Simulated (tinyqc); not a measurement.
UHF in the sto-3g basis, for OH+, spin multiplicity 3, step by step. One step of it, computed by the program tinyqc.

Task: Iteration 4: DIIS coefficients. Solve [B -1; -1 0][c; lambda] = [0; -1] for the coefficients, which sum to one.

B (overlaps of the stored error matrices):
```
                1               2               3              4
1   5.6428741e-01   1.5428598e-01  -1.6103701e-02  1.3421220e-03
2   1.5428598e-01   4.5069943e-02  -4.2555681e-03  6.4678109e-04
3  -1.6103701e-02  -4.2555681e-03   8.1841506e-04  1.7634977e-04
4   1.3421220e-03   6.4678109e-04   1.7634977e-04  1.4668170e-04
```

Give: DIIS coefficients.

Result:

DIIS coefficients: 0.0005  -0.1773  -1.4615  2.6383
